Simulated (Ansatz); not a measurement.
**Double-hcp Nd**

Level of theory: r²SCAN+rVV10 (Ansatz, a first-principles code, plane waves, PAW).

Numerical settings: plane-wave cutoff 500 eV, 24×24×6 k mesh (along the axes of the cell as run), Fermi–Dirac smearing 0.1 eV, spin-polarised with parallel moments, scalar-relativistic PAW data made under PBE.

Cell (relaxed at this level):

```
CELL_PARAMETERS angstrom
      1.86866    -3.23661     0.00000
      1.86866     3.23661     0.00000
      0.00000     0.00000    12.04940
ATOMIC_POSITIONS crystal
  Nd 0.00000 0.00000 0.00000
  Nd 0.00000 0.00000 0.50000
  Nd 0.33333 0.66667 0.25000
  Nd 0.66667 0.33333 0.75000
```

* **equilibrium volume per atom**: 36.44 Å³/atom
* **equilibrium lattice constant a**: 3.737 Å
* **c axis length**: 12.049 Å

Note: the magnetic order was assumed, not searched for or taken from measurement; the 4f shell is treated without U or exact exchange, so its levels and filling can be wrong; the volume lies 7 % above that of the published cell.

Spin–orbit coupling is not included.

Static lattice: no zero-point or thermal effects.
